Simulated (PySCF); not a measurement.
NMR data simulated for an unnamed compound:

¹H NMR (400 MHz, computed): δ 6.35 (dd, J = 19.8, 1.7 Hz, 1H), 6.13 (dd, J = 13.3, 1.7 Hz, 1H), 5.79 (dd, J = 19.8, 13.3 Hz, 1H).

¹³C{¹H} NMR (computed): δ 146.8 (CH2), 123.7 (C), 117.9 (CH).

Non-relativistic, one conformer, gas phase. Couplings computed with B3LYP/pcJ-1; geometry from PBE0-D3(BJ)/def2-SVP; σ from GIAO-PBE/pcSseg-2; PySCF 2.14.

Chemical shifts δ = σref − σ; TMS for ¹H, ¹³C, all at this level.

Q: Which of these does the molecule contain: an OH group, a vinyl group CH=CH2, an amide, a heteroaromatic ring, a nitrile, a non-aromatic C=C double bond?

A: 
- An OH group: no.
- A vinyl group CH=CH2: yes (δC 146.8, 117.9; δH 6.35 (dd), 6.13 (dd), 5.79 (dd)).
- An amide: no.
- A heteroaromatic ring: no.
- A nitrile: yes (δC 123.7).
- A non-aromatic C=C double bond: yes.

The data belong to acrylonitrile (C=CC#N, C$_{3}$H$_{3}$N); they needn't prove each group on their own.

Carbon signals by region: 3 in the sp2 and nitrile region (100–160 ppm).

Splittings below 1 Hz are ignored in the labels, and close J values are merged. Unscaled 3J(H,H) at this level run about 10 % above measured values. Shifts are as computed, not scaled to solution data. Of 1211 compounds with measured shifts, 218 miss one by over three times the rms of a fit or turn the order of signals round; such compounds aren't used in these exercises.
